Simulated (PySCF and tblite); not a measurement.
C₄H₆O, numbered as in [O:1]=[CH:2][CH:3]1[CH2:4][CH2:5]1.

Geometries PBE0-D3(BJ)/def2-SVP; weights from B3LYP-D3(BJ)/def2-TZVP (IEF-PCM, chloroform) energies and GFN2-xTB thermal corrections, with symmetry numbers and mirror pairs. Conformers within 3 kcal/mol (GFN2-xTB free energy) were kept, 3 at most. GIAO shieldings: PBE0/pcSseg-1 (IEF-PCM, chloroform). Shifts are against TMS (¹H), TMS (¹³C) at the same level. Run with PySCF (density fitting) and tblite.

Torsions listed: O1–C2–C3–C4.

| conformer | shape | weight % | dipole D |
| --- | --- | --- | --- |
| 1 | -148° | 75.3 | 4.10 |
| 2 | 34° | 24.7 | 3.47 |

How do the computed shifts compare with measured ones?


```tsv
nucleus	signal	leading conformer	average	measured	medium
¹H	H3	1.56	1.67	1.79	not stated per compound (mostly CDCl3 or CCl4)
¹³C	C3	26.8	26.2	22.7	not stated per compound (mostly CDCl3 or CCl4)
¹³C	C4/C5	7.2	9.4	7.4	not stated per compound (mostly CDCl3 or CCl4)
```

Measured values: Pretsch, Buehlmann, Badertscher, Structure Determination of Organic Compounds, 4th ed. (2009). Mean difference for ¹³C: 2.75 ppm, scatter 0.75 ppm. The computed shifts are unscaled and lack vibrational corrections.
